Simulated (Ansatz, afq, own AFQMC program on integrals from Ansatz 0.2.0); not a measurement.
Integrals from Ansatz 0.2.0, then the random walk in our own AFQMC program (afq).

```yaml
crystal:
  periodic: [false, false, false]
  atoms:
    - {symbol: W, position_ang: [0.000000, 0.000000, 0.351057]}
    - {symbol: Si, position_ang: [0.000000, 0.000000, -2.087445]}
    - {symbol: H, position_ang: [0.000000, -1.220253, -2.932446]}
    - {symbol: H, position_ang: [0.000000, 1.220253, -2.932446]}
basis:
  gaussian: {orbitals: def2-SVP}
total_charge: 1
magnetization: {spin_polarized: false, initial_magnetization: 5}
correlation: {method: ccsd_t, electrons: outside_noble_gas, hamiltonian_folder: ham}
```

```sh
$ ansatz run in.yaml --threads 1 --pin off --events-out ev --progress --plain --max-ram 16896MiB --backend cuda --devices 0, --max-vram 18GiB
```

Options of the walk:

```
--method phaseless --trial cisd --walkers 4000 --populations 20 --least-time 60 --time-step 0.005 --steps-per-block 50 --equilibration-blocks 40 --max-blocks 4000 --target-error 0.0002 --factor-cut 1e-05 --start spin_pure --seed 5679 --release-times 0.24,0.6,1.2,2,3,4.2 --release-step 0.04 --release-every 3 --taylor-order 6
```

Times are imaginary, in 1/Eh. The walk had a cap of 232 s. With eight or more populations the least sampling time is a fifth of least-time, and the error comes from their spread. Core potentials past Kr, no spin–orbit coupling.

Output of the walk:

```
orbitals 51  electrons 8 3  factors 416 of 587
reference energy -356.08487925 Eh
CCSD correlation -0.18285303 Eh in 13 cycles, weight of the determinant in the CISD state 0.8696
energy of the start -356.267735 Eh
 block  time / (1/Eh)  mean weight  energy / Eh
     1     0.250  0.9998  -356.265395
     2     0.500  0.9998  -356.266112
     3     0.750  1.0000  -356.267482
     4     1.000  1.0000  -356.268743
     5     1.250  1.0000  -356.269894
     7     1.750  1.0000  -356.271399
     9     2.250  1.0003  -356.271898
    11     2.750  1.0002  -356.272679
    15     3.750  1.0002  -356.273098
    19     4.750  0.9999  -356.273613
    23     5.750  1.0002  -356.273383
    27     6.750  0.9997  -356.274006
    31     7.750  0.9999  -356.273323
    35     8.750  1.0001  -356.273425
    39     9.750  1.0001  -356.273353
    43    10.750  0.9999  -356.273496
    47    11.750  1.0001  -356.273499
    51    12.750  0.9998  -356.273964
    55    13.750  1.0002  -356.274078
    57    14.250  0.9998  -356.274487
    59    14.750  0.9999  -356.273965
    63    15.750  1.0000  -356.274258
    67    16.750  0.9999  -356.273337
    71    17.750  1.0002  -356.273021
    75    18.750  1.0001  -356.273484
    79    19.750  0.9998  -356.274109
    83    20.750  1.0001  -356.273694
    87    21.750  1.0001  -356.273742
    89    22.250  0.9996  -356.273895
error from the spread of 20 populations
released: time / (1/Eh)  energy / Eh  error  mean overlap
  0.24  -356.271166  0.002731  0.9990
  0.60  -356.274047  0.000107  0.9993
  1.20  -356.274475  0.000096  0.9943
  2.00  -356.274497  0.000144  0.9899
  3.00  -356.274508  0.000125  0.9927
  4.20  -356.274442  0.000364  0.9857
energy -356.273805 +/- 0.000121 Eh
(rows thinned)
```

The run passed its tests (sampling time, drift between the halves within three errors, error under three times the target), which doesn't prove that it has relaxed.

Against this walk (error 3.3 meV) on the same determinant: CCSD(T) 19.4 meV higher, CCSDT(Q) 22.0 meV lower. The error is statistical and leaves out the bias of the constraint. None of these is a sure reference here. The released energies have errors that jump between times, so the bars are unsure (meV from the phaseless value at times in 1/Eh: -7 ± 3 at 0.60, -18 ± 3 at 1.20, -19 ± 4 at 2.00, -19 ± 3 at 3.00, -17 ± 10 at 4.20), so they give no level; they do show a bias of the constraint, and the last of them that isn't too noisy lies 3 meV above CCSDT(Q).

Cautions: constraint bias not in the error; no spin-orbit coupling; outer-core shells of the metal frozen; lower spins were not checked; higher spins were not checked; CCSDT(Q) on the UHF determinant differs (90 meV lower), by its state or its frozen core.

The walk took 61 s on 1 × NVIDIA H100 80GB HBM3 with 2 threads of AMD EPYC 7R13 Processor (Zen 3), on a shared host (the card was shared). The log's last line is the phaseless energy.

CCSDT and higher add their correlation energy to the determinant of the CCSD(T) run, since their own runs factorise the integrals more tightly (a shift of under 2 meV). A walk keeps the symmetry of its determinant, which the program's search chose and which needn't be the lowest solution, so a lower state of the same spin and another symmetry isn't excluded.
